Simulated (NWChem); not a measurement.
CH, doublet; SMILES [CH]

Program: NWChem. Pople sets run with spherical d functions. Spin-unrestricted. The state is orbitally degenerate and is run as one real component. Coordinates come from a PBE0/def2-SVP, spin-unrestricted optimisation. No stability test was run on the SCF state. Level: PBE/6-31G* with COSMO at NWChem's default radii, gas-phase geometry; rows give the dielectric constant. Reactions with the solvent are ignored.

```json
[
 {"dielectric constant": "1.5", "electrostatic solvation energy (kcal/mol)": "-0.8", "dipole in solution (D)": "1.48"},
 {"dielectric constant": "2.0", "electrostatic solvation energy (kcal/mol)": "-1.3", "dipole in solution (D)": "1.54"},
 {"dielectric constant": "3.9", "electrostatic solvation energy (kcal/mol)": "-2.0", "dipole in solution (D)": "1.62"},
 {"dielectric constant": "7.6", "electrostatic solvation energy (kcal/mol)": "-2.3", "dipole in solution (D)": "(withheld)"},
 {"dielectric constant": "78.4", "electrostatic solvation energy (kcal/mol)": "-2.7", "dipole in solution (D)": "1.71"}
]
```

Question: Some entries are withheld; supply them.

Answer: 
- 7.6, dipole in solution (D): 1.66
